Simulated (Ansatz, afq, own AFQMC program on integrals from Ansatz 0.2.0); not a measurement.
**SiP, quartet in 6-31G, levels against full CI**

```csv
atom,x (Å),y (Å),z (Å)
Si,0.0000,0.0000,0.0000
P,0.0000,0.0000,2.0930
```

Basis 6-31G. Only valence electrons are correlated. Integrals, coupled cluster, full CI and functionals: Ansatz 0.2.0; the random walks run on the same integrals in our own AFQMC program. ph-AFQMC/CISD is guided by a CISD state made of CCSD amplitudes; releasing the constraint for a short imaginary time cuts its bias at the price of noise, slowly where states lie close. Error bars are statistical, one sigma.

Determinant: UHF, the one that the program's search chose, which needn't be the lowest solution. The geometry is a point of a scan.

Full CI on the same integrals is exact in this basis and with this determinant's frozen core.

Cautions: lower spins were not checked; an unrestricted solution with more broken spin lies lower (257 meV, ⟨S²⟩ 3.90); strong correlation (T1 0.039, weight of the determinant 0.76, largest double 0.40); (T) is large, 8 % of the CCSD correlation; CCSD(T) is in doubt: in a space of 9 electrons in 9 natural orbitals full CI lies 102 meV below it; the CCSDT(Q) amplitudes may be one of several solutions (largest double 0.94); the CCSDTQ amplitudes may be one of several solutions (largest double 0.98); the released energies are still falling, so no released level is given (meV from the phaseless value at times in 1/Eh: -6 ± 4 at 0.24, -6 ± 8 at 0.51, -16 ± 4 at 0.99, -25 ± 4 at 1.62, -31 ± 4 at 2.40); the ph-AFQMC/CISD walk drifts between its halves (2.1 errors); the determinant fills πx and πy unequally, so it mixes two states of the linear molecule, and each level undoes that mixture to a different degree, while full CI gives the lower state.

```
T1 diagnostic                               : 0.0387
weight of the determinant in the CISD state : 0.757
⟨S²⟩ of the determinant                     : 3.791
size of the correlated space                : 9 electrons in 16 orbitals
```

Reference: full CI, correlation energy -2.916 eV. The cautions show a poor starting determinant, so the rows tell how each method copes with it here, and full CI is the sure value.

| level | E − E(reference) (kJ/mol) | share of correlation (%) |
| --- | --- | --- |
| HF | 281.3 | 0.00 |
| MP2 | 104.9 | 62.73 |
| CCSD | 36.7 | 86.96 |
| CCSD(T) | 18.3 | 93.49 |
| CCSDT | 2.6 | 99.09 |
| CCSDT(Q) | -1.1 | 100.39 |
| CCSDTQ | 0.1 | 99.95 |
| ph-AFQMC/CISD | 22.2 ± 0.4 | 92.11 |

CCSDT and higher add their correlation energy to the determinant of the CCSD(T) run, since their own runs factorise the integrals more tightly (a shift of under 2 meV).
